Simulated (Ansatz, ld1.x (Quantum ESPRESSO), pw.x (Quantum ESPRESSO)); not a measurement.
# What a changed setting does to a pw.x run (bcc Ag)

Potential: norm-conserving RRKJ (Kleinman–Bylander form), ld1.x (Quantum ESPRESSO) 7.5, LDA (PW92); core [Kr], reference 4d10 5s0.75 5p0.25; waves: 5s (bound): rc 2.50 bohr; 5p (bound): rc 3.35 bohr; 4d (bound): rc 1.60 bohr; local part: all-electron potential smoothed inside 2.00 bohr (lloc = -2); core correction: a·sin(br)/r model core, default radius (core density twice the valence density); rho0 0.001.

The reference run (k-mesh 14³, cutoffs 85/340 Ry, Fermi–Dirac 0.01 Ry, mixing_beta 0.4, conv_thr 1e-9, no spin) gives 0.30 GPa at 16.198 Å³/atom, where all-electron LAPW gives -0.64 GPa. This run, with its own iteration cap, changes nbnd to 9.

```
&control
  calculation='scf', prefix='x', pseudo_dir='./', outdir='./tmp', tstress=.true., disk_io='none'
/
&system
  ibrav=0, nat=1, ntyp=1, ecutwfc=85, ecutrho=340, nbnd=9,
  occupations='smearing', smearing='fd', degauss=0.01
/
&electrons
  conv_thr=1e-09, mixing_beta=0.4, electron_maxstep=50
/
ATOMIC_SPECIES
Ag 1.0 Ag.UPF
CELL_PARAMETERS angstrom
  -1.59392225 1.59392225 1.59392225
  1.59392225 -1.59392225 1.59392225
  1.59392225 1.59392225 -1.59392225
ATOMIC_POSITIONS crystal
Ag 0.0000 0.0000 0.0000
K_POINTS automatic
14 14 14 0 0 0
```

```bash
pw.x < Ag.scf.in > Ag.scf.out
```

Question: How does the run end?

Answer: It converges in 9 iterations; the free energy moves by +0.0 meV/atom and the pressure by -0.01 GPa. The result is that of the reference run.

```
Message from routine setup:
     using ibrav=0 with symmetry is DISCOURAGED, use correct ibrav instead
     lattice parameter (alat)  =       5.2171  a.u.
     unit-cell volume          =     109.3095 (a.u.)^3
     number of electrons       =        11.00
     number of Kohn-Sham states=            9
     kinetic-energy cutoff     =      85.0000  Ry
     charge density cutoff     =     340.0000  Ry
     scf convergence threshold =      1.0E-09
     Exchange-correlation= PW
     number of k points=   104  Fermi-Dirac smearing, width (Ry)=  0.0100
     iteration #  1     ecut=    85.00 Ry     beta= 0.40
     total energy              =     -94.07469988 Ry
     estimated scf accuracy    <       0.11041573 Ry
     iteration #  2     ecut=    85.00 Ry     beta= 0.40
     total energy              =     -94.09803115 Ry
     estimated scf accuracy    <       0.00060357 Ry
     iteration #  3     ecut=    85.00 Ry     beta= 0.40
     total energy              =     -94.09803630 Ry
     estimated scf accuracy    <       0.00019911 Ry
     [... 3 iterations left out ...]
     iteration #  7     ecut=    85.00 Ry     beta= 0.40
     total energy              =     -94.09804346 Ry
     estimated scf accuracy    <          5.2E-09 Ry
     iteration #  8     ecut=    85.00 Ry     beta= 0.40
     total energy              =     -94.09804346 Ry
     estimated scf accuracy    <          1.4E-09 Ry
     iteration #  9     ecut=    85.00 Ry     beta= 0.40
     the Fermi energy is    13.7805 ev
!    total energy              =     -94.09804346 Ry
     estimated scf accuracy    <          7.6E-12 Ry
     smearing contrib. (-TS)   =      -0.00168004 Ry
     The total energy is F=E-TS. E is the sum of the following terms:
     one-electron contribution =       1.93839378 Ry
     hartree contribution      =      12.12391987 Ry
     xc contribution           =     -35.06172136 Ry
     ewald contribution        =     -73.09695570 Ry
     convergence has been achieved in   9 iterations
          total   stress  (Ry/bohr**3)                   (kbar)     P=        2.97
     Message from routine punch:
     Nothing written, as per user request (disk_io='none')
```

The run took about 13 s on one core of a shared host (Neoverse-V1, 32 threads, 247 GiB, load 12).
